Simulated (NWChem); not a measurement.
System: ethylene (C2H4); SMILES C=C

Excerpt of the output:

```
             Northwest Computational Chemistry Package (NWChem) 7.3.0
             --------------------------------------------------------

                             Geometry "geometry" -> ""
                             -------------------------

 Output coordinates in angstroms (scale by  1.889725989 to convert to a.u.)

  No.       Tag          Charge          X              Y              Z
 ---- ---------------- ---------- -------------- -------------- --------------
    1 C                    6.0000     0.00000000     0.66522900     0.00000000
    2 C                    6.0000     0.00000000    -0.66522900     0.00000000
    3 H                    1.0000     0.93100200     1.24061400     0.00000000
    4 H                    1.0000    -0.93100200     1.24061400     0.00000000
    5 H                    1.0000    -0.93100200    -1.24061400     0.00000000
    6 H                    1.0000     0.93100200    -1.24061400     0.00000000

 Effective nuclear repulsion energy (a.u.)      33.2465659495

                                 NWChem DFT Module
                                 -----------------

 Summary of "ao basis" -> "ao basis" (spherical)
 ------------------------------------------------------------------------------
       Tag                 Description            Shells   Functions and Types
 ---------------- ------------------------------  ------  ---------------------
 C                          def2-svp                 6       14   3s2p1d
 H                          def2-svp                 3        5   2s1p

 in cosmo_initialize ...
 calling solv_data for solv:etoac

 solvent parameters
 solvname_short: etoac
 solvname_long:  ethyl acetate
 dielec:        5.9867
 dielecinf:     1.8832
 nonaqueous SMD model solvent descriptors
 dielec:        5.9867
 sola:          0.0000
 solb:          0.4500
 solc:          0.0000
 solg:         33.6700
 solh:          0.0000
 soln:          1.3723

          ---------------
          -cosmo- solvent
          ---------------
 Cosmo: York-Karplus, doi: 10.1021/jp992097l
 dielectric constant -eps-     =   5.99
 screen = (eps-1)/(eps    )    =   0.83296
 surface charge correction     = lagrangian

   van der Waals surface
 --------------------------

 ---------- ATOMIC COORDINATES (A.U.) ------------ VDWR(ANG.) --
     1    0.00000000    1.25710053    0.00000000     1.850
     2    0.00000000   -1.25710053    0.00000000     1.850
     3    1.75933867    2.34442052    0.00000000     1.200
     4   -1.75933867    2.34442052    0.00000000     1.200
     5   -1.75933867   -2.34442052    0.00000000     1.200
     6    1.75933867   -2.34442052    0.00000000     1.200
 number of segments per atom =        128
 number of   points per atom =        128
 atom (   nspa,  nppa )
 ----------------------
    1 (     72,     0 )       0
    2 (     72,     0 )       0
    3 (     56,     0 )       0
    4 (     56,     0 )       0
    5 (     56,     0 )       0
    6 (     56,     0 )       0
 number of -cosmo- surface points =      368
 molecular surface =     69.967 angstrom**2
 molecular volume  =     44.851 angstrom**3
 -lineq- algorithm             =   0
 -bem- low  level              =   3
 -bem- from -octahedral-
 gaussian surface charge width =   4.50000
 degree of switching           =   1.00000
 switching function tolerance  =   0.00010
 atomic radii =
 --------------
    1  6.000  1.850
    2  6.000  1.850
    3  1.000  1.200
    4  1.000  1.200
    5  1.000  1.200
    6  1.000  1.200
 ...... end of -cosmo- initialization ......

 nat:                     6
 ixmem:                  2111
 calling mnsol_interface()
 G(SMD-CDS) energy (kcal/mol)  =     0.553
 SMD-CDS SASA (angstrom**2)    =    87.985

            General Information
            -------------------
          SCF calculation type: DFT
          Wavefunction type:  closed shell.
          No. of atoms     :     6
          No. of electrons :    16
           Alpha electrons :     8
            Beta electrons :     8
          Charge           :     0
          Spin multiplicity:     1
          Use of symmetry is: off; symmetry adaption is: off
          Maximum number of iterations: 150
          AO basis - number of functions:    48
                     number of shells:    24
          Convergence on energy requested:  1.00D-06
          Convergence on density requested:  1.00D-05
          Convergence on gradient requested:  5.00D-04

[...]

                                COSMO-SMD solvation results
                                ---------------------------

             internal energy in gas <Psi(g)|H|Psi(g)> =       -78.425500729862
         internal energy in solvent <Psi(s)|H|Psi(s)> =       -78.425324908490
                               delta internal energy  =         0.000175821371 (    0.11 kcal/mol)
   total free energy in solvent <Psi(s)|H+V/2|Psi(s)> =       -78.427835044681
 polarization energy contribution <Psi(s)|V/2|Psi(s)> =        -0.002510136191 (   -1.58 kcal/mol)
    total free energy in solvent including G(SMD-CDS) =       -78.426953384442
                       G(SMD-CDS) energy contribution =         0.000881660239 (    0.55 kcal/mol)
     1 M fixed-concentration free energy of solvation =        -0.001452654580 (   -0.91 kcal/mol)

                       DFT Final Molecular Orbital Analysis
                       ------------------------------------

 Vector    6  Occ=2.000000D+00  E=-4.327353D-01
              MO Center= -4.3D-11, -3.4D-08,  2.5D-12, r^2= 1.7D+00
   Bfn.  Coefficient  Atom+Function         Bfn.  Coefficient  Atom+Function
  ----- ------------  ---------------      ----- ------------  ---------------
     5      0.411832  1 C  py                19     -0.411832  2 C  py
    29      0.166330  3 H  s                 34      0.166330  4 H  s
    39      0.166330  5 H  s                 44      0.166330  6 H  s
     8      0.141102  1 C  py                22     -0.141102  2 C  py
    30      0.059083  3 H  s                 35      0.059083  4 H  s

 Vector    7  Occ=2.000000D+00  E=-3.621271D-01
              MO Center=  1.6D-10, -6.1D-08, -1.1D-11, r^2= 2.4D+00
   Bfn.  Coefficient  Atom+Function         Bfn.  Coefficient  Atom+Function
  ----- ------------  ---------------      ----- ------------  ---------------
     4      0.304519  1 C  px                18     -0.304519  2 C  px
    29      0.265264  3 H  s                 34     -0.265264  4 H  s
    39      0.265264  5 H  s                 44     -0.265264  6 H  s
    30      0.138737  3 H  s                 35     -0.138737  4 H  s
    40      0.138737  5 H  s                 45     -0.138737  6 H  s

 Vector    8  Occ=2.000000D+00  E=-2.922847D-01
              MO Center= -6.4D-12,  1.6D-08, -7.8D-12, r^2= 1.4D+00
   Bfn.  Coefficient  Atom+Function         Bfn.  Coefficient  Atom+Function
  ----- ------------  ---------------      ----- ------------  ---------------
     6      0.404867  1 C  pz                20      0.404867  2 C  pz
     9      0.279315  1 C  pz                23      0.279315  2 C  pz

 Vector    9  Occ=0.000000D+00  E= 9.388774D-03
              MO Center=  2.9D-11, -1.6D-08,  3.1D-11, r^2= 2.1D+00
   Bfn.  Coefficient  Atom+Function         Bfn.  Coefficient  Atom+Function
  ----- ------------  ---------------      ----- ------------  ---------------
     9      0.653540  1 C  pz                23     -0.653540  2 C  pz
     6      0.417138  1 C  pz                20     -0.417138  2 C  pz

 Vector   10  Occ=0.000000D+00  E= 1.002433D-01
              MO Center=  1.6D-09,  1.3D-07, -7.1D-13, r^2= 5.6D+00
   Bfn.  Coefficient  Atom+Function         Bfn.  Coefficient  Atom+Function
  ----- ------------  ---------------      ----- ------------  ---------------
     3      1.417049  1 C  s                 17      1.417049  2 C  s
    30     -1.026529  3 H  s                 35     -1.026529  4 H  s
    40     -1.026529  5 H  s                 45     -1.026529  6 H  s
     8      0.527805  1 C  py                22     -0.527805  2 C  py
     2      0.196901  1 C  s                 16      0.196901  2 C  s

 Vector   11  Occ=0.000000D+00  E= 1.188839D-01
              MO Center= -1.7D-09,  4.7D-08, -5.7D-12, r^2= 5.4D+00
   Bfn.  Coefficient  Atom+Function         Bfn.  Coefficient  Atom+Function
  ----- ------------  ---------------      ----- ------------  ---------------
    30      1.040923  3 H  s                 35     -1.040923  4 H  s
    40     -1.040923  5 H  s                 45      1.040923  6 H  s
     7     -0.679751  1 C  px                21     -0.679751  2 C  px
     4     -0.268734  1 C  px                18     -0.268734  2 C  px
    29      0.089371  3 H  s                 34     -0.089371  4 H  s

     Multipole analysis of the density
     ---------------------------------

     L   x y z        total         alpha         beta         nuclear
     -   - - -        -----         -----         ----         -------
     0   0 0 0     -0.000000     -8.000000     -8.000000     16.000000

     1   1 0 0     -0.000000     -0.000000     -0.000000      0.000000
     1   0 1 0     -0.000000     -0.000000     -0.000000      0.000000
     1   0 0 1      0.000000      0.000000      0.000000      0.000000

     2   2 0 0     -8.953402    -10.667246    -10.667246     12.381090
     2   1 1 0     -0.000000     -0.000000     -0.000000      0.000000
     2   1 0 1      0.000000      0.000000      0.000000      0.000000
     2   0 2 0     -8.867339    -24.908095    -24.908095     40.948851
     2   0 1 1     -0.000000     -0.000000     -0.000000      0.000000
     2   0 0 2    -11.369092     -5.684546     -5.684546      0.000000
```

Level: PBE0/def2-SVP, SMD on the gas-phase geometry. Structure relaxed at the PBE0/def2-SVP level. Solvent: ethyl acetate.

### Question
Write an input that gives this output.

### Answer
One answer among several that fit: the input that was run:
```
start job
memory heap 200 mb stack 900 mb global 1100 mb
geometry units angstroms noautosym nocenter noautoz
  C      0.000000     0.665229     0.000000
  C      0.000000    -0.665229     0.000000
  H      0.931002     1.240614     0.000000
  H     -0.931002     1.240614     0.000000
  H     -0.931002    -1.240614     0.000000
  H      0.931002    -1.240614     0.000000
end
basis spherical
  C library def2-svp
  H library def2-svp
end
dft
  xc pbe0
  iterations 150
end
cosmo
  do_cosmo_smd true
  solvent etoac
end
task dft energy
```
